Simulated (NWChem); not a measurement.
System: CH₃O cation; SMILES C=[OH+]

```xyz
5

C     -0.0085     0.6221     0.0000
O     -0.1175    -0.6266     0.0000
H     -0.9634     1.1894     0.0000
H      0.9811     1.1312     0.0000
H      0.7396    -1.1363     0.0000
```
Atoms are numbered in this order, from 1.

Computed with NWChem. Structure relaxed at the PBE-D3(BJ)/def2-SVP level. Core excitations by TDA in a window of 1s orbitals, non-relativistic and unshifted: absolute energies depend strongly on the exact-exchange share.

For level O K edge, B3LYP/cc-pVTZ:

* **first 1s excitation (eV)**: 518.6
* **dipole oscillator strength of the first**: 0.0284
* **first state with f > 0.002 (eV)**: 518.6
* **dipole oscillator strength of that state**: 0.0284

Task: Estimate the same quantities for level C K edge, PBE/def2-TZVP.

Result: The first 1s excitation (eV) is 269.6. The dipole oscillator strength of the first is 0.0602. The first state with f > 0.002 (eV) is 269.6 and the dipole oscillator strength of that state is 0.0602.
